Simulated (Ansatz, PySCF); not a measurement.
Complex: CH4 (SMILES C) (first 5 atoms) with CH4 (SMILES C); geometry from A24 set.
(charge 0, multiplicity 1):
| atom | x (Å) | y (Å) | z (Å) |
|---|---|---|---|
| C | 0.0000 | 0.0000 | 1.8190 |
| H | 0.5127 | 0.8881 | 1.4548 |
| H | 0.5127 | -0.8881 | 1.4548 |
| H | -1.0255 | 0.0000 | 1.4548 |
| H | 0.0000 | 0.0000 | 2.9072 |
| C | 0.0000 | 0.0000 | -1.8190 |
| H | 0.0000 | 0.0000 | -2.9072 |
| H | -0.5127 | 0.8881 | -1.4548 |
| H | -0.5127 | -0.8881 | -1.4548 |
| H | 1.0255 | 0.0000 | -1.4548 |

Basis-set superposition error: the interaction energy with monomers in their own basis, and in the dimer's basis (counterpoise).

Programs: Ansatz (a program for electronic structure); PySCF for 6-31G* rows. 

```json
[
 {"level": "HF/6-31G*", "uncorrected (kJ/mol)": "1.6", "counterpoise (kJ/mol)": "2.0", "difference": "0.5"},
 {"level": "SVWN5/def2-TZVPPD", "uncorrected (kJ/mol)": "-4.1", "counterpoise (kJ/mol)": "-3.8", "difference": "0.2"},
 {"level": "PBE/def2-TZVPPD", "uncorrected (kJ/mol)": "-0.3", "counterpoise (kJ/mol)": "-0.2", "difference": "0.2"},
 {"level": "BLYP/def2-TZVPPD", "uncorrected (kJ/mol)": "3.0", "counterpoise (kJ/mol)": "3.2", "difference": "0.2"},
 {"level": "B97M-V/def2-TZVPPD", "uncorrected (kJ/mol)": "-1.9", "counterpoise (kJ/mol)": "-1.8", "difference": "0.1"},
 {"level": "PBE0/def2-TZVPPD", "uncorrected (kJ/mol)": "-0.1", "counterpoise (kJ/mol)": "0.1", "difference": "0.1"},
 {"level": "MP2/6-31G*", "uncorrected (kJ/mol)": "-0.4", "counterpoise (kJ/mol)": "0.7", "difference": "1.1"},
 {"level": "MP2/aug-cc-pVTZ", "uncorrected (kJ/mol)": "-2.5", "counterpoise (kJ/mol)": "-1.9", "difference": "0.6"},
 {"level": "CCSD/aug-cc-pVDZ", "uncorrected (kJ/mol)": "-3.5", "counterpoise (kJ/mol)": "-1.3", "difference": "2.3"},
 {"level": "CCSD(T)/aug-cc-pVTZ", "uncorrected (kJ/mol)": "-2.7", "counterpoise (kJ/mol)": "-2.1", "difference": "0.6"}
]
```

The error is largest for CCSD/aug-cc-pVDZ (2.3 kJ/mol) and smallest for B97M-V/def2-TZVPPD (0.1 kJ/mol).
